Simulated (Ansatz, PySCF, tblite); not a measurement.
Breaking a bond: Na₂, singlet.

Computed with: UKS-B3LYP/3-21G = PySCF with unrestricted B3LYP/3-21G; GFN2-xTB, 300 K electronic temperature (tblite); UHF/aug-cc-pVDZ (Ansatz, a program for electronic structure); FCI = full CI/aug-cc-pVDZ, frozen core in Ansatz.

Energies relative to the lowest point of each curve near equilibrium, in mEh:

```tsv
R / Å	UKS-B3LYP/3-21G	GFN2-xTB	UHF
2.47	8.7	5.1	18.8
2.78	1.9	0.0	7.4
2.88	0.8	0.9	5.2
3.10	0.0	4.7	2.1
3.24	0.5	7.9	0.9
3.79	7.0	21.2	0.1
4.16	13.2	28.7	0.8
4.68	20.8	41.3	1.7
5.08	24.5	49.7	2.3
5.65	27.5	59.2	2.7
6.19	28.8	65.7	2.9
9.42	30.5	78.0	3.1
```

### Question
What does FCI give at the same points?

### Answer
2.47: 14.0; 2.78: 3.9; 2.88: 2.1; 3.10: 0.2; 3.24: 0.0; 3.79: 4.1; 4.16: 8.6; 4.68: 14.7; 5.08: 18.3; 5.65: 21.7; 6.19: 23.4; 9.42: 25.2 (mEh).

The unrestricted determinant behind UKS-B3LYP/3-21G is spin-contaminated at 4.68 to 9.42 Å (<S²> up to 1.0, against 0.00 for a pure singlet). The unrestricted determinant behind UHF is spin-contaminated at 2.47 to 9.42 Å (<S²> up to 1.0, against 0.00 for a pure singlet).
